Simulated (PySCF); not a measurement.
Consider aminomethyl anion, `[CH2-]N` ([CH4N]-). Non-hydrogen atoms are numbered in `[CH2-:1][NH2:2]`.

Computed at M06-2X/ma-def2-TZVP // PBE0-D3(BJ)/ma-def2-SVP with PySCF (density fitting, grid level 3). The prefix ma- adds one diffuse s and one diffuse p function on all atoms but H. Zero-point and thermal terms (298.15 K, 1 bar) come from unscaled PBE0-D3(BJ)/ma-def2-SVP harmonic frequencies, with soft modes damped to free rotors in the entropy.

Rank these of its sites by proton affinity, highest first.
A. C1 (anionic carbon)
B. N2 (amine nitrogen)

A (1746 kJ/mol), B (1476 kJ/mol).

For N2 (amine nitrogen), what are ΔE (electronic) and ΔG(298 K) of removing the proton again?

ΔE = 1510 and ΔG = 1444 kJ/mol, beside ΔH = 1476 kJ/mol. The protonated species is `[CH2-][NH3+]`.

---

Consider chlorine fluoride, `FCl` (ClF). Numbering: `[F:1][Cl:2]`

These are calculated values, ωB97X-D3(BJ)/def2-TZVP in PySCF (grid level 2) at geometries from PBE0-D3(BJ)/def2-SVP. ωB97X-D3(BJ) is ωB97X-V with D3(BJ) in place of VV10. Zero-point and thermal terms (298.15 K, 1 bar) come from unscaled PBE0-D3(BJ)/def2-SVP harmonic frequencies, with soft modes damped to free rotors in the entropy.

(1) Rank these of its sites by proton affinity, highest first.
A. Cl2 (chlorine)
B. F1 (fluorine)

(2) For F1 (fluorine), what are ΔE (electronic) and ΔG(298 K) of removing the proton again?

## Answers

(1) A (511 kJ/mol), B (476 kJ/mol).

(2) ΔE = 497 and ΔG = 450 kJ/mol, beside ΔH = 476 kJ/mol. The protonated species is `[FH+]Cl`.

---

Consider ethynol anion, `C#C[O-]` ([C2HO]-). Coordinates in Å; atoms count from 1 in this order:
```
C    -0.4938   -0.2021    0.2291
C     0.5103    0.0517   -0.4879
O     1.5408    0.2306   -1.1163
H    -1.5364   -0.0720    0.4610
```

Level of theory: M06-2X/ma-def2-TZVP single points in PySCF, grid level 3; every species was optimised with PBE0-D3(BJ)/ma-def2-SVP. Thermal corrections: PBE0-D3(BJ)/ma-def2-SVP frequencies, unscaled, ideal gas at 298.15 K and 1 bar, quasi-RRHO entropy.

Question: Rank these of its sites by proton affinity, highest first.
A. C1 (alkyne carbon)
B. O3 (anionic oxygen)

Answer: A (1525 kJ/mol), B (1383 kJ/mol).

Question: For O3 (anionic oxygen), what are ΔE (electronic) and ΔG(298 K) of removing the proton again?

Answer: ΔE = 1412 and ΔG = 1352 kJ/mol, beside ΔH = 1383 kJ/mol. The protonated species is `C#CO`.
